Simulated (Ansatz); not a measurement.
# The carbon atom (triplet): the correlation ladder, 6-31G

How much of the correlation energy of the carbon atom (triplet) does each wave-function method recover here?

Computed with Ansatz 0.2.0, Gaussian basis. Level: 6-31G, core rule «outside noble gas», up to 1 orbitals frozen.

Plan: UHF; CCSD(T) on ROHF; CCSD(T) on UHF; BCCD(T) on ROHF; CISD; CCSDT(Q) on ROHF; CCSDT(Q) on UHF; CASSCF and MRCISD+Q, 4 electrons in 4 orbitals; CASSCF and MRCISD+Q(relaxed), 4 electrons in 4 orbitals; CASSCF and NEVPT4(SD), 4 electrons in 4 orbitals; CASSCF and NEVPT2, 4 electrons in 4 orbitals.

## Step 1: The atom

A free atom, in its lowest state of this spin that the program finds.

1 atom, charge 0, spin multiplicity 3.

## Step 2: UHF

Contents of in.yaml:

```yaml
crystal:
  periodic: [false, false, false]
  atoms:
    - {symbol: C, position_ang: [0.000000, 0.000000, 0.000000]}
basis:
  gaussian: {orbitals: 6-31G}
magnetization: {spin_polarized: true, initial_magnetization: 2}
hamiltonian: {xc: hf}
output: {orbitals: {seedname: orbitals}}
```

Command:

```console
$ ansatz run in.yaml --threads 1 --pin off --events-out ev --progress --plain --max-ram 2393MiB
```

Further steps of the session: CCSD(T) on ROHF; CCSD(T) on UHF; BCCD(T) on ROHF; CISD; CCSDT(Q) on ROHF; CCSDT(Q) on UHF; CASSCF and MRCISD+Q, 4 electrons in 4 orbitals; CASSCF and MRCISD+Q(relaxed), 4 electrons in 4 orbitals; CASSCF and NEVPT4(SD), 4 electrons in 4 orbitals; CASSCF and NEVPT2, 4 electrons in 4 orbitals.

**Question.** What will the summary of the whole plan be? Wanted: UCCSDT(Q) below the RHF energy; RMP2 from UCCSDT(Q); UMP2 from UCCSDT(Q); RCCSD from UCCSDT(Q); RCCSD(T) from UCCSDT(Q); UCCSD(T) from UCCSDT(Q); RCCSDT(Q) from UCCSDT(Q); NEVPT2 valence from UCCSDT(Q); NEVPT4(SD) valence from UCCSDT(Q).

As calculated:

```
                         quantity                                                                                                                                                        value
   UCCSDT(Q) below the RHF energy                                                                                                                                                   -1.0456 eV
              RMP2 from UCCSDT(Q)                                                                                                                                                   +391.1 meV
              UMP2 from UCCSDT(Q)                                                                                                                                                   +382.8 meV
             RCCSD from UCCSDT(Q)                                                                                                                                                    +13.6 meV
          RCCSD(T) from UCCSDT(Q)                                                                                                                                                     +4.6 meV
          UCCSD(T) from UCCSDT(Q)                                                                                                                                                     +4.0 meV
         RCCSDT(Q) from UCCSDT(Q)                                                                                                                                                     +0.7 meV
    NEVPT2 valence from UCCSDT(Q)                                                                                                                                                   +203.8 meV
NEVPT4(SD) valence from UCCSDT(Q)                                                                                                                                                    +28.4 meV
  MRCISD+Q valence from UCCSDT(Q)                                                                                                                                                     -2.3 meV
levels within 1 kcal/mol (43 meV)  CISD, RCCSD, UCCSD, RCCSD(T), UCCSD(T), BCCD(T), RCCSDT, UCCSDT, RCCSDT(Q), NEVPT4(SD) valence, MRCISD valence, MRCISD+Q valence, MRCISD+Q(relaxed) valence
                    T1 diagnostic                                                                                                                                                        0.010
   effectively unpaired electrons                                                                                                                                                         2.02
```

What this shows: RCCSD(T) misses by +4.6 meV, 0.4 % of the correlation energy. One determinant dominates. Of the multireference levels listed MRCISD+Q valence comes nearest in total energy (-2.3 meV), which doesn't show that its space is the better one. These misses are within one basis, not against nature; the frozen cores of restricted and unrestricted runs differ, which can shift their rows.
